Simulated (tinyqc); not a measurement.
Worked calculation: FCI on RHF in the sto-6g basis, frozen core, for LiH, spin multiplicity 1. Computed by tinyqc, a small Python program that keeps every step (integrals from PySCF). Settings: charge = 0, multiplicity = 1, basis = sto-6g, method = RHF, frozen orbitals = 1, energy threshold = 1e-10, iteration cap = 52, orthogonalisation = symmetric, start = Wolfsberg-Helmholz matrix, DIIS depth = 6, ci = FCI, davidson = 1. Command: `OMP_NUM_THREADS=1 python tinyqc.py 27893 27894 out.jsonl` (the two numbers bound the seeds that draw the settings). One thread of a shared host (Intel(R) Xeon(R) Processor @ 2.60GHz), about 0.2 s of CPU time with the checks. The early iterations of the SCF are left out here.

## One-electron integrals

Geometry (angstrom):

| atom | x | y | z |
|---|---|---|---|
| Li | 0.000000 | 0.000000 | 0.000000 |
| H | 0.000000 | 0.000000 | 1.547000 |

Basis sto-6g: exponents (1/bohr^2) and contraction coefficients of normalised primitives:

| element | l (shell) | exponent | coefficient |
|---|---|---|---|
| Li | s (1) | 167.175846 | 0.009164 |
| Li | s (1) | 30.651508 | 0.049361 |
| Li | s (1) | 8.575187 | 0.168538 |
| Li | s (1) | 2.945808 | 0.370563 |
| Li | s (1) | 1.143944 | 0.416492 |
| Li | s (1) | 0.471139 | 0.130334 |
| Li | s (2) | 6.597564 | -0.013253 |
| Li | s (2) | 1.305830 | -0.046992 |
| Li | s (2) | 0.405851 | -0.033785 |
| Li | s (2) | 0.156146 | 0.250242 |
| Li | s (2) | 0.067814 | 0.595117 |
| Li | s (2) | 0.031084 | 0.240706 |
| Li | p (3) | 6.597564 | 0.003760 |
| Li | p (3) | 1.305830 | 0.037679 |
| Li | p (3) | 0.405851 | 0.173897 |
| Li | p (3) | 0.156146 | 0.418036 |
| Li | p (3) | 0.067814 | 0.425860 |
| Li | p (3) | 0.031084 | 0.101708 |
| H | s (1) | 35.523221 | 0.009164 |
| H | s (1) | 6.513144 | 0.049361 |
| H | s (1) | 1.822143 | 0.168538 |
| H | s (1) | 0.625955 | 0.370563 |
| H | s (1) | 0.243077 | 0.416492 |
| H | s (1) | 0.100112 | 0.130334 |

Overlap, kinetic and nuclear-attraction integrals over the contracted functions; the nuclear repulsion is the sum of Za Zb / Rab.

nuclear repulsion = 1.02620015 hartree

overlap S:
```
           1Li 1s    1Li 2s   1Li 2px   1Li 2py   1Li 2pz     2H 1s
1Li 1s   1.000000  0.235742  0.000000  0.000000  0.000000  0.076656
1Li 2s   0.235742  1.000000  0.000000  0.000000  0.000000  0.410598
1Li 2px  0.000000  0.000000  1.000000  0.000000  0.000000  0.000000
1Li 2py  0.000000  0.000000  0.000000  1.000000  0.000000  0.000000
1Li 2pz  0.000000  0.000000  0.000000  0.000000  1.000000  0.520825
2H 1s    0.076656  0.410598  0.000000  0.000000  0.520825  1.000000
```

kinetic energy T (hartree):
```
            1Li 1s     1Li 2s   1Li 2px   1Li 2py   1Li 2pz      2H 1s
1Li 1s    3.616742  -0.110723  0.000000  0.000000  0.000000  -0.015994
1Li 2s   -0.110723   0.106524  0.000000  0.000000  0.000000   0.045044
1Li 2px   0.000000   0.000000  0.320007  0.000000  0.000000   0.000000
1Li 2py   0.000000   0.000000  0.000000  0.320007  0.000000   0.000000
1Li 2pz   0.000000   0.000000  0.000000  0.000000  0.320007   0.136172
2H 1s    -0.015994   0.045044  0.000000  0.000000  0.136172   0.768522
```

nuclear attraction V (hartree):
```
            1Li 1s     1Li 2s    1Li 2px    1Li 2py    1Li 2pz      2H 1s
1Li 1s   -8.409211  -0.908945   0.000000   0.000000  -0.018112  -0.326310
1Li 2s   -0.908945  -1.496794   0.000000   0.000000  -0.124826  -0.771681
1Li 2px   0.000000   0.000000  -1.463290   0.000000   0.000000   0.000000
1Li 2py   0.000000   0.000000   0.000000  -1.463290   0.000000   0.000000
1Li 2pz  -0.018112  -0.124826   0.000000   0.000000  -1.563625  -1.000628
2H 1s    -0.326310  -0.771681   0.000000   0.000000  -1.000628  -2.262391
```

core Hamiltonian H = T + V (hartree):
```
            1Li 1s     1Li 2s    1Li 2px    1Li 2py    1Li 2pz      2H 1s
1Li 1s   -4.792468  -1.019668   0.000000   0.000000  -0.018112  -0.342304
1Li 2s   -1.019668  -1.390271   0.000000   0.000000  -0.124826  -0.726637
1Li 2px   0.000000   0.000000  -1.143282   0.000000   0.000000   0.000000
1Li 2py   0.000000   0.000000   0.000000  -1.143282   0.000000   0.000000
1Li 2pz  -0.018112  -0.124826   0.000000   0.000000  -1.243617  -0.864456
2H 1s    -0.342304  -0.726637   0.000000   0.000000  -0.864456  -1.493869
```

## Two-electron integrals

Functions are numbered as in S; the eight-fold symmetry (ij|kl) = (ji|kl) = (kl|ij) leaves the list below.

Two-electron integrals (ij|kl) in chemists' order, unique and non-zero (hartree):
```
(11|11) 1.681247   (21|11) 0.242603   (21|21) 0.044507   (22|11) 0.397190
(22|21) 0.090279   (22|22) 0.290625   (31|31) 0.009437   (32|31) 0.014261
(32|32) 0.064236   (33|11) 0.397190   (33|21) 0.090279   (33|22) 0.290625
(33|33) 0.313125   (41|41) 0.009437   (42|41) 0.014261   (42|42) 0.064236
(43|43) 0.016875   (44|11) 0.397190   (44|21) 0.090279   (44|22) 0.290625
(44|33) 0.279374   (44|44) 0.313125   (51|51) 0.009437   (52|51) 0.014261
(52|52) 0.064236   (53|53) 0.016875   (54|54) 0.016875   (55|11) 0.397190
(55|21) 0.090279   (55|22) 0.290625   (55|33) 0.279374   (55|44) 0.279374
(55|55) 0.313125   (61|11) 0.080371   (61|21) 0.014373   (61|22) 0.029183
(61|33) 0.028792   (61|44) 0.028792   (61|51) 0.001898   (61|52) 0.003728
(61|55) 0.029964   (61|61) 0.005122   (62|11) 0.159249   (62|21) 0.036503
(62|22) 0.121001   (62|33) 0.115222   (62|44) 0.115222   (62|51) 0.006353
(62|52) 0.034527   (62|55) 0.132559   (62|61) 0.013991   (62|62) 0.079129
(63|31) 0.003380   (63|32) 0.014604   (63|53) 0.005555   (63|63) 0.006252
(64|41) 0.003380   (64|42) 0.014604   (64|54) 0.005555   (64|64) 0.006252
(65|11) 0.188909   (65|21) 0.043820   (65|22) 0.150437   (65|33) 0.140531
(65|44) 0.140531   (65|51) 0.009937   (65|52) 0.053144   (65|55) 0.170248
(65|61) 0.017675   (65|62) 0.108839   (65|65) 0.152546   (66|11) 0.340466
(66|21) 0.079648   (66|22) 0.285865   (66|33) 0.261460   (66|44) 0.261460
(66|51) 0.016838   (66|52) 0.107209   (66|55) 0.334673   (66|61) 0.032542
(66|62) 0.230335   (66|65) 0.330410   (66|66) 0.774999
```

## Orthogonalisation

S = U s U^T; symmetric (Loewdin) form X = U s^(-1/2) U^T, so that X^T S X = 1.

eigenvalues of S: 0.332769  0.802673  1.000000  1.000000  1.163267  1.701290

X:
```
            1Li 1s     1Li 2s   1Li 2px   1Li 2py    1Li 2pz      2H 1s
1Li 1s    1.021916  -0.123857  0.000000  0.000000  -0.002119   0.000371
1Li 2s   -0.123857   1.118299  0.000000  0.000000   0.121862  -0.294423
1Li 2px   0.000000   0.000000  1.000000  0.000000   0.000000   0.000000
1Li 2py   0.000000   0.000000  0.000000  1.000000   0.000000   0.000000
1Li 2pz  -0.002119   0.121862  0.000000  0.000000   1.153780  -0.372246
2H 1s     0.000371  -0.294423  0.000000  0.000000  -0.372246   1.249540
```

## Iteration 9 (converged): orbitals

converged F (hartree):
```
            1Li 1s     1Li 2s   1Li 2px   1Li 2py    1Li 2pz      2H 1s
1Li 1s   -2.384580  -0.617838  0.000000  0.000000   0.012540  -0.203723
1Li 2s   -0.617838  -0.211494  0.000000  0.000000  -0.107941  -0.274947
1Li 2px   0.000000   0.000000  0.162653  0.000000   0.000000   0.000000
1Li 2py   0.000000   0.000000  0.000000  0.162653   0.000000   0.000000
1Li 2pz   0.012540  -0.107941  0.000000  0.000000  -0.006897  -0.239649
2H 1s    -0.203723  -0.274947  0.000000  0.000000  -0.239649  -0.163297
```

Diagonalise F' = X^T F X, C = X C', fill 2 alpha and 2 beta electrons from the bottom; D = 2 C_occ C_occ^T. Each column has its largest component positive (the first on a tie).

F' = X^T F X (hartree):
```
           1          2         3         4          5          6
1  -2.337327  -0.329960  0.000000  0.000000   0.026047  -0.049480
2  -0.329960   0.009415  0.000000  0.000000   0.026883  -0.282506
3   0.000000   0.000000  0.162653  0.000000   0.000000   0.000000
4   0.000000   0.000000  0.000000  0.162653   0.000000   0.000000
5   0.026047   0.026883  0.000000  0.000000   0.165420  -0.322467
6  -0.049480  -0.282506  0.000000  0.000000  -0.322467   0.127270
```

orbital energies (hartree): MO1 -2.386062, MO2 -0.290317, MO3 0.079055, MO4 0.162653, MO5 0.162653, MO6 0.562102

coefficients C:
```
               MO1        MO2        MO3       MO4        MO5        MO6
1Li 1s    0.993790  -0.161583  -0.198600  0.000000   0.000000   0.080541
1Li 2s    0.023490   0.441402   0.798551  0.000000   0.000000  -0.731025
1Li 2px   0.000000   0.000000   0.000000  0.930891  -0.365297   0.000000
1Li 2py   0.000000   0.000000   0.000000  0.365297   0.930891   0.000000
1Li 2pz  -0.006121   0.347655  -0.615933  0.000000   0.000000  -0.992147
2H 1s     0.004622   0.552445  -0.127291  0.000000   0.000000   1.210447
```

D after iteration 9:
```
            1Li 1s     1Li 2s   1Li 2px   1Li 2py    1Li 2pz      2H 1s
1Li 1s    2.027456  -0.095958  0.000000  0.000000  -0.124516  -0.169346
1Li 2s   -0.095958   0.390776  0.000000  0.000000   0.306624   0.487918
1Li 2px   0.000000   0.000000  0.000000  0.000000   0.000000   0.000000
1Li 2py   0.000000   0.000000  0.000000  0.000000   0.000000   0.000000
1Li 2pz  -0.124516   0.306624  0.000000  0.000000   0.241804   0.384064
2H 1s    -0.169346   0.487918  0.000000  0.000000   0.384064   0.610433
```

Within a degenerate level the vectors are fixed only up to a rotation; this is one choice.

## Convergence

Stop when the energy changes by less than 1e-10 hartree and every element of the error matrix X^T (F D S - S D F) X is below 3e-06.

Course of the cycle:

| iteration | E (hartree) | change | largest element of the error matrix |
|---|---|---|---|
| 1 | -7.93437642 | - | 8.39e-02 |
| 2 | -7.94946520 | -1.51e-02 | 2.44e-02 |
| 3 | -7.95233294 | -2.87e-03 | 1.15e-02 |
| 4 | -7.95314187 | -8.09e-04 | 8.73e-04 |
| 5 | -7.95314274 | -8.70e-07 | 3.22e-04 |
| 6 | -7.95314287 | -1.33e-07 | 3.18e-05 |
| 7 | -7.95314287 | -1.20e-09 | 1.29e-05 |
| 8 | -7.95314287 | -2.37e-10 | 6.51e-08 |
| 9 | -7.95314287 | -5.33e-15 | 1.09e-08 |

PySCF RHF in the same basis = -7.95314287 hartree

Converged in 9 iterations.

## Integrals over molecular orbitals

(pq|rs) = sum C_ip C_jq C_kr C_ls (ij|kl), one index at a time.

one-electron integrals over orbitals h = C^T H C (hartree):
```
           1          2          3          4          5          6
1  -4.784583   0.106562   0.169916   0.000000   0.000000  -0.036301
2   0.106562  -1.518382   0.030384   0.000000   0.000000  -0.065773
3   0.169916   0.030384  -1.134930   0.000000   0.000000   0.035989
4   0.000000   0.000000   0.000000  -1.143282   0.000000   0.000000
5   0.000000   0.000000   0.000000   0.000000  -1.143282   0.000000
6  -0.036301  -0.065773   0.035989   0.000000   0.000000  -0.949567
```

Two-electron integrals over orbitals (pq|rs), unique and non-zero (hartree); the lowest 1 orbital is frozen and left out:
```
(22|22) 0.493890    (32|22) -0.046213   (32|32) 0.011751    (33|22) 0.224333
(33|32) 0.006588    (33|33) 0.339990    (42|42) 0.023328    (43|42) 0.018986
(43|43) 0.041387    (44|22) 0.272714    (44|32) 0.005166    (44|33) 0.282649
(44|44) 0.313125    (52|52) 0.023328    (53|52) 0.018986    (53|53) 0.041387
(54|54) 0.016875    (55|22) 0.272714    (55|32) 0.005166    (55|33) 0.282649
(55|44) 0.279374    (55|55) 0.313125    (62|22) 0.131140    (62|32) -0.032926
(62|33) -0.012021   (62|44) -0.013805   (62|55) -0.013805   (62|62) 0.124677
(63|22) -0.049896   (63|32) 0.007957    (63|33) 0.035525    (63|44) 0.001197
(63|55) 0.001197    (63|62) -0.030053   (63|63) 0.025176    (64|42) -0.019611
(64|43) -0.014124   (64|64) 0.019953    (65|52) -0.019611   (65|53) -0.014124
(65|65) 0.019953    (66|22) 0.458302    (66|32) -0.041044   (66|33) 0.241378
(66|44) 0.269507    (66|55) 0.269507    (66|62) 0.138226    (66|63) -0.042554
(66|66) 0.457314
```

## FCI: determinants and Hamiltonian

one-electron integrals dressed by the frozen orbital, h + 2 (pq|11) - (p1|1q) (hartree):
```
           2          3          4          5          6
2  -0.784207   0.046213   0.000000   0.000000  -0.131140
3   0.046213  -0.357860   0.000000   0.000000   0.066866
4   0.000000   0.000000  -0.359447   0.000000   0.000000
5   0.000000   0.000000   0.000000  -0.359447   0.000000
6  -0.131140   0.066866   0.000000   0.000000  -0.229824
```

energy of the frozen orbital, 2 h_11 + (11|11) = -7.90481930 hartree

Hartree-Fock energy = -7.95314287 hartree

Slater-Condon rules over spin orbitals, with the nuclear repulsion and the energy of the frozen orbital added and E(HF) subtracted on the diagonal. Only determinants linked to the reference directly or through others are kept (one block of an abelian symmetry group), so some states are absent.

Occupation strings over the orbitals (2 doubly, a alpha, b beta, 0 empty; spin orbitals ordered 1a 1b 2a 2b ...): 220000 2ab000 2a000b 2ba000 2b000a 202000 20a00b 200200 200020 20b00a 200002

H - E(HF) between determinants (hartree):
```
           220000     2ab000     2a000b     2ba000     2b000a     202000     20a00b     200200
220000   0.000000   0.000000   0.000000   0.000000   0.000000   0.011751  -0.032926   0.023328
2ab000   0.000000   0.156790   0.016970  -0.011751   0.032926   0.052801   0.007957   0.018986
2a000b   0.000000   0.016970   0.518795   0.032926  -0.124677   0.007957   0.005169  -0.019611
2ba000   0.000000  -0.011751   0.032926   0.156790   0.016970  -0.052801   0.143160  -0.018986
2b000a   0.000000   0.032926  -0.124677   0.016970   0.518795  -0.007957   0.030053   0.019611
202000   0.011751   0.052801   0.007957  -0.052801  -0.007957   0.698793   0.102391   0.041387
20a00b  -0.032926   0.007957   0.005169   0.143160   0.030053   0.102391   0.728218  -0.014124
200200   0.023328   0.018986  -0.019611  -0.018986   0.019611   0.041387  -0.014124   0.668755
200020   0.023328   0.018986  -0.019611  -0.018986   0.019611   0.041387  -0.014124   0.016875
20b00a   0.032926   0.143160   0.030053   0.007957   0.005169  -0.102391  -0.025176   0.014124
200002   0.124677  -0.030053   0.007086   0.030053  -0.007086   0.025176   0.024311   0.019953

           200020     20b00a     200002
220000   0.023328   0.032926   0.124677
2ab000   0.018986   0.143160  -0.030053
2a000b  -0.019611   0.030053   0.007086
2ba000  -0.018986   0.007957   0.030053
2b000a   0.019611   0.005169  -0.007086
202000   0.041387  -0.102391   0.025176
20a00b  -0.014124  -0.025176   0.024311
200200   0.016875   0.014124   0.019953
200020   0.668755   0.014124   0.019953
20b00a   0.014124   0.728218  -0.024311
200002   0.019953  -0.024311   1.072191
```

## FCI: roots

Diagonalise (each vector has its largest component positive (the first on a tie)); all determinants have Ms = 0, so triplets appear too. The lowest singlet root is the correlation energy.

lowest roots of this matrix, relative to E(HF) (hartree): -0.019404  0.101293  0.117002  0.393431  0.557878  0.651880  0.654364  0.740910

lowest vectors:
```
           root 1     root 2     root 3     root 4
220000   0.988170   0.000000  -0.068723   0.000000
2ab000   0.035929   0.680755   0.671949   0.070494
2a000b   0.002867  -0.096111   0.028768   0.694385
2ba000  -0.035929   0.680755  -0.671949   0.070494
2b000a  -0.002867  -0.096111  -0.028768   0.694385
202000  -0.030127   0.000000  -0.179102   0.000000
20a00b   0.054985  -0.165333   0.166405  -0.113401
200200  -0.027340   0.000000  -0.020448   0.000000
200020  -0.027340   0.000000  -0.020448   0.000000
20b00a  -0.054985  -0.165333  -0.166405  -0.113401
200002  -0.111678   0.000000   0.047930   0.000000
```

<S^2> of these roots: 0.000000  2.000000  0.000000  2.000000  0.000000  0.000000  0.000000  0.000000

weight of the ground state by excitation level 0, 1, 2, ...: 0.976480  0.002598  0.020921

## The lowest root by the Davidson method

Start from the reference; add the residual divided by (theta - H_ii), orthogonalised, at each step.

Davidson iterations:

| iteration | subspace | lowest Ritz value (hartree) | residual norm |
|---|---|---|---|
| 1 | 1 | 0 | 1.38e-01 |
| 2 | 2 | -0.01890541 | 1.07e-02 |
| 3 | 3 | -0.01930208 | 8.10e-03 |
| 4 | 4 | -0.01940087 | 1.30e-03 |
| 5 | 5 | -0.01940368 | 1.85e-04 |
| 6 | 6 | -0.01940373 | 5.19e-06 |
| 7 | 7 | -0.01940373 | 5.58e-17 |
